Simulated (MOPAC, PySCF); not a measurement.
Bonds broken one at a time in the series allyl-X. Gas-phase values, no solvent. One relaxed conformer stands for each flexible species; it need not be the lowest. Strings in code marks are SMILES.

Quantity: electronic energy of isomers of CN, doublet states, relative to `[C]#N`, in eV. Semi-empirical values (MOPAC) are differences of heats of formation.

Level 1: B3LYP/6-311+G** // PBE0-D4/def2-TZVP (PySCF)
Level 2: B3LYP/6-31G* // PBE0-D4/def2-TZVP (PySCF)
Level 3: PBE/6-31G* // PBE0-D4/def2-TZVP (PySCF)
Level 4: PM6 // PBE0-D4/def2-TZVP (MOPAC)

| species | level 1 | level 2 | level 3 | level 4 |
|---|---|---|---|---|
| `[C-]#[N+]` | 0.000 | 0.000 | 0.000 | 0.000 |
